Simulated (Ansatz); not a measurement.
in.yaml

```yaml
crystal:
  periodic: [false, false, false]
  atoms:
    - {symbol: F, position_ang: [0.000000, -0.613878, 1.472476]}
    - {symbol: Ga, position_ang: [0.000000, 0.320760, -0.018355]}
    - {symbol: O, position_ang: [0.000000, -0.660347, -1.521903]}
    - {symbol: H, position_ang: [0.000000, -0.135382, -2.326935]}
basis:
  gaussian: {orbitals: cc-pVDZ}
total_charge: 1
magnetization: {spin_polarized: true, initial_magnetization: 2}
correlation: {method: bccd, electrons: outside_noble_gas}
accuracy: high
output: {forces: true}
```

```sh
$ ansatz run in.yaml --threads 1 --pin off --events-out ev --progress --plain --max-ram 2393MiB
```

Output:

```
1232 factors; integrals over basis functions are off by at most 4.4e-9 eV
mean field evaluation 1: about -57076.4268 eV, gradient 4.2e1 eV
mean field evaluation 2: about -57076.4935 eV, gradient 4.2e1 eV
mean field evaluation 4: about -57083.2274 eV, gradient 3.2e0 eV
mean field evaluation 8: about -57083.4001 eV, gradient 2.1e-1 eV
mean field evaluation 16: about -57083.4010 eV, gradient 2.4e-6 eV
mean field evaluation 32: about -57082.5319 eV, gradient 2.9e-1 eV
mean field evaluation 64: about -57081.2020 eV, gradient 4.8e0 eV
mean field evaluation 96: about -57071.1879 eV, gradient 3.4e1 eV
mean field evaluation 128: about -57074.0267 eV, gradient 4.2e1 eV
mean field evaluation 160: about -57079.2200 eV, gradient 3.0e-1 eV
...
cycle  15  -10.53567109 eV  change    2.5e-7 eV  update   5.2e-7
cycle  16  -10.53567132 eV  change   -2.3e-7 eV  update   2.2e-7
cycle  17  -10.53567128 eV  change    4.4e-8 eV  update   9.8e-8
cycle  18  -10.53567135 eV  change   -7.4e-8 eV  update   5.0e-8
cycle  19  -10.53567133 eV  change    2.1e-8 eV  update   2.9e-8
cycle  20  -10.53567114 eV  change    1.8e-7 eV  update   6.6e-8
cycle  21  -10.53567115 eV  change   -6.0e-9 eV  update   2.1e-8
cycle  22  -10.53567115 eV  change   -3.6e-9 eV  update   8.2e-9
cycle  23  -10.53567115 eV  change    3.7e-9 eV  update   4.0e-9
cycle  24  -10.53567115 eV  change   -1.0e-9 eV  update   1.8e-9
the calculation of the forces begins
Total energy: -57093.93670945 eV, -2098.1634744121 hartree
Atom 0 at     0.000000    -0.613878     1.472476 Å, force     0.000000     0.138735    -0.711869 eV/Å
Atom 1 at     0.000000     0.320760    -0.018355 Å, force    -0.000000     2.977943     5.516778 eV/Å
Atom 2 at     0.000000    -0.660347    -1.521903 Å, force     0.000000    -3.684248    -3.007691 eV/Å
Atom 3 at     0.000000    -0.135382    -2.326935 Å, force    -0.000000     0.567570    -1.797217 eV/Å
Dipole moment:    -0.000000     0.365816    -1.351692 e Å
```

Forces (eV/Å):
```
F    0.000  0.139 -0.712
Ga   0.000  2.978  5.517
O    0.000 -3.684 -3.008
H    0.000  0.568 -1.797
```

Ran on 1 thread of Arm Neoverse V2, shared host: 50 s wall, 0.44 GiB peak host memory.
